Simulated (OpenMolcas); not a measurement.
**A workflow on [NO2]− (nitrite)**

Wanted: a single-point energy (UHF/STO-3G), then the energy (CASSCF(4,4)/STO-3G), then the energy (CASPT2(4,4)/STO-3G), then a single-point energy (SC-NEVPT2(4,4)/STO-3G), then the energy (MRCI(4,4)/STO-3G) of [NO2]− (nitrite). 

Program for the calculation: OpenMolcas 26.06.

10 further runs of the same task are left out: 7 that didn't finish, 3 set aside as unsound or not needed.

## Step 1: The system as given

The species is [NO2]− (3 atoms), meant as a singlet with charge -1. As SMILES, `O=N[O-]`. The N2–O3 distance was set to 3.180 Å, away from the relaxed value. At this shape a bond of the SMILES string is far longer than usual.

Bond lengths: O1–N2 1.272 Å.

## Step 2: A single-point energy at UHF/STO-3G (run 1)

coord.xyz

```xyz
3

O      1.821443     1.791952     1.200585
N      1.819363     0.527972     1.059335
O     -0.662520    -0.766520    -0.449410
```

step1.input

```
&GATEWAY
  BasLib=$CurrDir
  Coord=coord.xyz
  Basis=STO-3G
  Group=NoSym

&SEWARD

&SCF
  UHF
  Charge=-1
  Scramble=0.25
  PrOrbitals=1 1
```

The basis set STO-3G is read from a file made from the Basis Set Exchange's data (not shown).

Run with:

```sh
export MOLCAS_MEM=1860
pymolcas step1.input > step1.log
```

Log:

```text
--- Start Module: gateway ---
[...]
--- Stop Module: gateway /rc=_RC_ALL_IS_WELL_ ---
--- Start Module: seward ---
[...]
      Basis functions           15
--- Stop Module: seward /rc=_RC_ALL_IS_WELL_ ---
--- Start Module: scf ---
[...]
       Convergence after 177 Iterations
[...]
::    Total SCF energy                               -201.0670394632
[...]
      Total spin, S                                     0.9990174473
[...]
      Total electronic charge=   24.000000
      Total            charge=   -1.000000
[...]
      Dipole Moment (debye):
      Origin of the operator (angstrom)=    0.9570    0.5174    0.5838
                   X= -4.0685E+00               Y= -2.6379E+00               Z= -2.5305E+00           Total=  5.4694E+00
      Center of Charge (angstrom)
[...]
--- Stop Module: scf /rc=_RC_ALL_IS_WELL_ ---
[...]
```

Run time: 5.1 s. Hardware: 1 thread of Arm Neoverse V2, shared host; peak memory 0.37 GiB.

## Step 3: The energy at CASSCF(4,4)/STO-3G (run 2)

coord.xyz is that of step 2.

step2.input

```
* NO2 CASSCF
>>> EXPORT MOLCAS_PRINT=2

&GATEWAY
 BasLib = $CurrDir
 Coord = coord.xyz
 Basis = STO-3G
 Group = NoSym

&SEWARD

&RASSCF
 FileOrb = $CurrDir/step1.UnaOrb
 Spin = 1
 Nactel = 4 0 0
 Inactive = 10
 Ras2 = 4
 OrbListing = Nothing
```

The basis set STO-3G is read from a file made from the Basis Set Exchange's data (not shown).

Run with:

```sh
export MOLCAS_MEM=1860
pymolcas step2.input > step2.log
```

Log:

```text
--- Start Module: gateway ---
[...]
--- Stop Module: gateway /rc=_RC_ALL_IS_WELL_ ---
--- Start Module: seward ---
[...]
      Basis functions           15
--- Stop Module: seward /rc=_RC_ALL_IS_WELL_ ---
--- Start Module: rasscf ---
[...]
      Number of active orbitals                  4
[...]
      Spin quantum number                      0.0
[...]
      Active orbitals                            4
[...]
      Number of CSFs                            20
[...]
      Number of root(s) required                 1
[...]
      Convergence after 12 iterations
[...]
      printout of CI-coefficients larger than  0.05 for root  1
      energy=    -201.142253
      conf/sym  1111     Coeff  Weight
             1  2200  -0.45062 0.20306
             6  2020   0.44689 0.19971
            10  udud   0.43186 0.18651
            14  0202   0.41917 0.17571
            15  uudd  -0.24906 0.06203
            20  0022  -0.41593 0.17300
      Natural orbitals and occupation numbers for root  1
      sym 1:   1.054062   1.006056   0.993944   0.945938
      ************************************************************************************************************************
      *                                                    Final results                                                     *
[...]
::    RASSCF root number  1 Total energy:   -201.14225297
[...]
      Total electronic charge=   24.000000
      Total            charge=   -1.000000
[...]
      Dipole Moment (debye):
      Origin of the operator (angstrom)=    0.9570    0.5174    0.5838
                   X= -4.0727E+00               Y= -2.7483E+00               Z= -2.5450E+00           Total=  5.5333E+00
      Center of Charge (angstrom)
[...]
--- Stop Module: rasscf /rc=_RC_ALL_IS_WELL_ ---
[...]
```

Wall time 1.5 s (1 thread of Arm Neoverse V2, shared host); peak memory 0.37 GiB.

## Step 4: The energy at CASPT2(4,4)/STO-3G (run 3)

coord.xyz is that of step 3.

step3.input

```
* NO2 CASPT2

&GATEWAY
 BasLib
 $CurrDir
 Coord
 coord.xyz
 Basis
 STO-3G
 Group
 NoSym

&SEWARD

&RASSCF
 FileOrb
 $CurrDir/step2.RasOrb
 Spin
 1
 Nactel
 4 0 0
 Inactive
 10
 Ras2
 4
 OrbListing
 Nothing

&CASPT2
 Imaginary
 0.1
 Frozen
 3
```

The basis set STO-3G is read from a file made from the Basis Set Exchange's data (not shown).

Run with:

```sh
export MOLCAS_MEM=1860
pymolcas step3.input > step3.log
```

Log:

```text
--- Start Module: gateway ---

                                              &GATEWAY

                       available to each process: 1.9 GB of memory, 1 thread

 Basis Set     1 Label: O.STO-3G
 Basis set is read from library:.
 basistype.tbl is not found

 Basis Set     2 Label: N.STO-3G
 Basis set is read from library:.
 basistype.tbl is not found

 Basis Set     3 Label: O.STO-3G
 Basis set is read from library:.
 basistype.tbl is not found

++    Symmetry information:
      ---------------------

[... 213 lines left out ...]
      Note: transformation to natural orbitals
[... 12 lines left out ...]
      Natural orbitals and occupation numbers for root  1
[... 20 lines left out ...]
      Final state energy(ies):
[... 47 lines left out ...]
      Natural orbitals for root   1 are written to the RASORB.1 file
[... 71 lines left out ...]
 Compute H0 matrices for state    1
[... 4 lines left out ...]
********************************************************************************
  CASPT2 EQUATION SOLUTION
--------------------------------------------------------------------------------
 Invalid disk address                    -8
 I/O error in DaFile_checkarg
 Unit =                    45

--- Stop Module: caspt2 /rc=-6 ---

.########################.
.# Non-zero return code #.
.########################.

    Timing: Wall=1.21 User=0.89 System=0.30
```

Wall time 1.4 s (1 thread of Arm Neoverse V2, shared host); peak memory 0.37 GiB.

The program stopped with an error.

## Step 5: A single-point energy at SC-NEVPT2(4,4)/STO-3G (run 4)

coord.xyz is that of step 4.

step4.inp

```
&GATEWAY
  BasLib=$CurrDir
  Coord=coord.xyz
  Basis=STO-3G
  Group=NoSym

&SEWARD

&RASSCF
  FileOrb=$CurrDir/step2.RasOrb
  Spin=1
  Nactel=4 0 0
  Inactive=10
  Ras2=4
  OrbListing=Nothing

&CASPT2
  SC-NEVPT2
  Frozen=3
```

The basis set STO-3G is read from a file made from the Basis Set Exchange's data (not shown).

Run with:

```sh
export MOLCAS_MEM=1860
pymolcas step4.inp > step4.log
```

Log:

```text
--- Start Module: gateway ---
[...]
--- Stop Module: gateway /rc=_RC_ALL_IS_WELL_ ---
[...]
      Basis functions           15
[...]
      Number of active orbitals                  4
[...]
      Spin quantum number                      0.0
[...]
      Active orbitals                            4
[...]
      Number of CSFs                            20
[...]
      Number of root(s) required                 1
[...]
      Convergence after  4 iterations
[...]
      printout of CI-coefficients larger than  0.05 for root  1
      energy=    -201.142253
      conf/sym  1111     Coeff  Weight
             1  2200  -0.45062 0.20306
             6  2020   0.44689 0.19971
            10  udud   0.43186 0.18651
            14  0202   0.41917 0.17571
            15  uudd  -0.24906 0.06203
            20  0022  -0.41593 0.17300
      Natural orbitals and occupation numbers for root  1
      sym 1:   1.054063   1.006056   0.993944   0.945937
      ************************************************************************************************************************
      *                                                    Final results                                                     *
[...]
::    RASSCF root number  1 Total energy:   -201.14225297
[...]
      Total electronic charge=   24.000000
      Total            charge=   -1.000000
[...]
      Dipole Moment (debye):
      Origin of the operator (angstrom)=    0.9570    0.5174    0.5838
                   X= -4.0727E+00               Y= -2.7483E+00               Z= -2.5450E+00           Total=  5.5333E+00
      Center of Charge (angstrom)
[...]
      E2 (Variational):          -0.0622299667
[...]
      E2 (Variational):          -0.0622251720
      Total energy:            -201.2044781445
[...]
      Reference weight:           0.97402
[...]
::    SC-NEVPT2 Root  1     Total energy:   -201.20447814
[...]
```

It took 1.4 s on 1 thread of Arm Neoverse V2, shared host; peak memory 0.37 GiB.

## Step 6: A single-point energy at MRCI(4,4)/STO-3G (run 5)

coord.xyz is that of step 5.

step5.inp

```
&GATEWAY
BasLib = $CurrDir
Coord = coord.xyz
Basis = STO-3G
Group = NoSym
&SEWARD
&RASSCF
FileOrb = $CurrDir/step2.RasOrb
Spin = 1
Nactel = 4 0 0
Inactive = 10
Ras2 = 4
OrbListing = Nothing
&MOTRA
LumOrb
Frozen = 3
&GUGA
Electrons = 18
Spin = 1
Inactive = 7
Active = 4
CIAll = 1
&MRCI
SDCI
```

The basis set STO-3G is read from a file made from the Basis Set Exchange's data (not shown).

Run with:

```sh
export MOLCAS_MEM=1860
pymolcas step5.inp > step5.log
```

Log:

```text
--- Start Module: gateway ---
[...]
      Basis functions           15
[...]
      Number of active orbitals                  4
[...]
      Spin quantum number                      0.0
[...]
      Active orbitals                            4
[...]
      Number of CSFs                            20
[...]
      Number of root(s) required                 1
[...]
      Convergence after  4 iterations
[...]
      printout of CI-coefficients larger than  0.05 for root  1
      energy=    -201.142253
      conf/sym  1111     Coeff  Weight
             1  2200  -0.45062 0.20306
             6  2020   0.44689 0.19971
            10  udud   0.43186 0.18651
            14  0202   0.41917 0.17571
            15  uudd  -0.24906 0.06203
            20  0022  -0.41593 0.17300
      Natural orbitals and occupation numbers for root  1
      sym 1:   1.054063   1.006056   0.993944   0.945937
      ************************************************************************************************************************
      *                                                    Final results                                                     *
[...]
::    RASSCF root number  1 Total energy:   -201.14225297
[...]
      Dipole Moment (debye):
      Origin of the operator (angstrom)=    0.9570    0.5174    0.5838
                   X= -4.0727E+00               Y= -2.7483E+00               Z= -2.5450E+00           Total=  5.5333E+00
      Center of Charge (angstrom)
[...]
--- Start Module: guga ---
[...]
       (But an ACPF correction will be computed)
       USE THE DEFAULT ACPF G-VALUE GFAC=  0.11111111111111110
[...]
                      CI ENERGY:  -201.22327861
[...]
                ACPF CORRECTION:    -0.00432140
[...]
     ACPF CORRECTION:     -0.00432140
[...]
  CI State   1     Total energy:   -201.22327861     QDav:     -0.00489421     QACPF:     -0.00432140
[...]
```

It took 2.5 s on 1 thread of Arm Neoverse V2, shared host; peak memory 0.37 GiB.

## Step 7: Outcome

| quantity | value |
| --- | --- |
| run 1, UHF/STO-3G: total energy | -201.06704 Eh |
| run 1, UHF/STO-3G: HOMO energy | 5.49 eV |
| run 1, UHF/STO-3G: LUMO energy | 13.14 eV |
| run 1, UHF/STO-3G: HOMO–LUMO gap (to an unbound level, set by the basis) | 7.65 eV |
| run 1, UHF/STO-3G: ⟨S²⟩ | 1.997 |
| run 2, CASSCF(4,4)/STO-3G: total energy | -201.14225 Eh |
| run 4, SC-NEVPT2(4,4)/STO-3G: total energy | -201.20448 Eh |
| run 5, MRCI(4,4)/STO-3G: total energy | -201.22328 Eh |
| run 3, CASPT2(4,4)/STO-3G | no result (crashed) |

**Reading.** ⟨S²⟩ (run 1, UHF/STO-3G) is 2.00 where a pure singlet has 0.00: the reference is spin-contaminated. The run (run 1, UHF/STO-3G) may have ended on a state above the lowest. Mulliken charges (run 1, UHF/STO-3G) run from -0.50 on O1 to -0.00 on O3; they depend strongly on the basis. The HOMO (run 1, UHF/STO-3G) lies at positive energy, 5.49 eV: the electron is unbound at this level or held by a compact basis; values depend on the basis. Mulliken charges (run 4, SC-NEVPT2(4,4)/STO-3G) of the CASSCF density run from -0.52 on O1 to -0.00 on O3; they depend strongly on the basis. 1 of the 5 runs did not end normally.
